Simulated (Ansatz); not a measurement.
```yaml
crystal:
  periodic: [false, false, false]
  atoms:
    - {symbol: B, position_ang: [-0.168445, -0.109110, 0.058626]}
    - {symbol: B, position_ang: [0.696000, -0.574759, -1.213322]}
    - {symbol: F, position_ang: [-0.587509, 0.617296, 1.105595]}
basis:
  gaussian: {orbitals: def2-mTZVPP}
magnetization: {spin_polarized: false, initial_magnetization: 1}
hamiltonian: {xc: {name: HSE06}, dispersion: d3bjatm}
accuracy: high
scf: {omitted_lower_state_checks: [starts]}
output: {forces: true}
```

```sh
$ ansatz run in.yaml --threads 4 --pin off --events-out ev --progress --plain --max-ram 3916MiB
```

Shortened log:

```
Functional definition: HSE06
1129 factors; integrals over basis functions are off by at most 3.7e-9 eV
82 factors; integrals over basis functions are off by at most 1.6e-9 eV
mean field evaluation 1: about -4059.8406 eV, gradient 2.3e1 eV
mean field evaluation 2: about -4059.9202 eV, gradient 2.3e1 eV
mean field evaluation 4: about -4060.7441 eV, gradient 7.4e0 eV
mean field evaluation 8: about -4061.0187 eV, gradient 1.1e0 eV
mean field evaluation 16: about -4061.0227 eV, gradient 7.7e-4 eV
mean field evaluation 32: about -4061.0227 eV, gradient 5.4e-8 eV
mean field -4061.02272760 eV, -149.2398325793 hartree, gradient 2.6e-8 eV, S^2 0.750000; 0 other end points of the search recorded, 0 dependent functions left out
reference -4061.02273066 eV, -149.2398326918 hartree; 10, 9 occupied and 52, 53 virtual orbitals, 1129 factors
Total energy: -4061.04670293 eV, -149.2407136565 hartree
Atom 0 at    -0.168445    -0.109110     0.058626 Å, force    -2.138440     1.725175     3.639267 eV/Å
Atom 1 at     0.696000    -0.574759    -1.213322 Å, force     1.061445    -0.338824    -1.361586 eV/Å
Atom 2 at    -0.587509     0.617296     1.105595 Å, force     1.076995    -1.386351    -2.277681 eV/Å
Dipole moment:    -0.344559     0.024321     0.368354 e Å
Checks for a lower state left out: starts
```

Hardware: 4 threads of Arm Neoverse V1 on a shared host. Wall time 2.2 s.

HSE06 is defined as in plane-wave codes, on full-range PBE exchange.

With spin_polarized false and unpaired electrons the run is restricted open-shell.
